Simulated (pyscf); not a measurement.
Homolytic dissociation enthalpies at 298 K of Ge–H, H–Si, H–Sn bonds in 8 gas-phase molecules, in kcal/mol. Structures and frequencies: ωB97X-D3(BJ)/def2-SVP in PySCF. Correlated levels are frozen-core, on RHF or UHF. ΔMP2 is the change of the MP2 total energy from the triple- to the quadruple-zeta basis. Both columns use the same structures and thermal terms. Rows were drawn at random from the closed-shell molecules with such a bond whose radicals are computed, keep their shape and have no isomer in the data more than 5 kcal/mol lower.

```csv
row,molecule,radicals,PBE/def2-TZVP,CCSD(T)/def2-TZVPP + ΔMP2(QZVPP)
1,H₂P–GeH₃,H₂P–GeH₂• + H•,76.7,83.1
2,H₃Si–Cl,•H₂Si–Cl + H•,85.2,91.9
3,F–SiH(F)–F,F–Si•(F)–F + H•,92.6,101.1
4,H₂N–SiH(F)–F,H₂N–Si•(F)–F + H•,90.1,?
5,H₃Si–SiH₃,•H₂Si–SiH₃ + H•,83.4,88.8
6,H₂N–SiH(NH₂)–F,H₂N–Si•(NH₂)–F + H•,89.3,97.5
7,SnH₄,SnH₃• + H•,72.1,77.0
8,Cl–GeH₃,Cl–GeH₂• + H•,78.5,85.3
```

Question: Fit a line that carries the PBE values to the last column and predict row 4.

Answer: In the 7 complete rows the last column lies 4.9 to 8.5 kcal/mol from PBE (mean 6.7, median 6.7). Least squares gives y = -5.7 + 1.15·x with residuals of 0.7 kcal/mol (root mean square). For row 4: -5.7 + 1.15 × 90.1 = 97.9 kcal/mol. The computed value is 98.7 kcal/mol, 0.8 over the line. The CCSD(T) − MP2 part came from Ansatz, without density fitting, on the same reference. The frozen core leaves the outer d or s,p core shells of the metals and heavy elements correlated in the MP2 and CC values, and def2-TZVPP describes them poorly, which can shift differences by a few kcal/mol. Elements up to Kr have no core potential and no relativistic terms here. Elements past Kr carry the def2 core potentials, without spin-orbit coupling.
